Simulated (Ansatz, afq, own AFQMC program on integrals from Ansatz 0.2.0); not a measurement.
## BS, doublet: AFQMC among the cluster methods

```csv
atom,x (Å),y (Å),z (Å)
B,0.0000,0.0000,0.0000
S,0.0000,0.0000,4.3440
```

Basis 6-31G. Noble-gas cores (and the filled d shells of Ga–Kr and In–Xe) are frozen. Ansatz 0.2.0 and our own AFQMC program on the same integrals; the CISD trial comes from CCSD amplitudes, and released means the phaseless constraint is let go. Error bars are statistical, one sigma.

Determinant: UHF, the one that the program's search chose, which needn't be the lowest solution. The geometry is a point of a scan.

Full CI on the same integrals is exact in this basis and with this determinant's frozen core.

Cautions: unrestricted determinant spin contaminated (⟨S²⟩ 1.74 against 0.75); the released energies move by 1.5 errors or more from one time to the next, so no released level is given (meV from the phaseless value at times in 1/Eh: -4.7 ± 2.1 at 0.24, -8.3 ± 2.1 at 0.51, -8.1 ± 2.3 at 0.99, -14.2 ± 2.3 at 1.62, -104 ± 95 at 2.40); the next higher spin lies close (full CI puts it 44 meV above); CCSDT(Q) on the ROHF determinant differs (36 meV higher), perhaps since the unrestricted series falls towards higher spin; walk and cluster series may follow different spin states.

* T1 diagnostic: 0.0103
* weight of the determinant in the CISD state: 0.924
* ⟨S²⟩ of the determinant: 1.745
* size of the correlated space: 9 electrons in 16 orbitals

```
  level  correlation energy (eV)
    MP2                  -1.1125
   CCSD                  -1.7788
CCSD(T)                  -1.7948
```

Q: Estimate where phaseless AFQMC with a CISD trial lies against CCSD(T) on the same integrals.

A: 26.5 ± 1.7 meV below CCSD(T).

Reference: full CI, correlation energy -1.823 eV. The cautions show a poor starting determinant, so the rows tell how each method copes with it here, and full CI is the sure value.

```tsv
level	E − E(reference) (meV)	share of correlation (%)
CCSD(T)	27.8	98.47
CCSDT	6.0	99.67
CCSDT(Q)	2.8	99.85
ph-AFQMC/CISD	1.3 ± 1.7	99.93
```

CCSDT and higher add their correlation energy to the determinant of the CCSD(T) run, since their own runs factorise the integrals more tightly (a shift of under 2 meV).
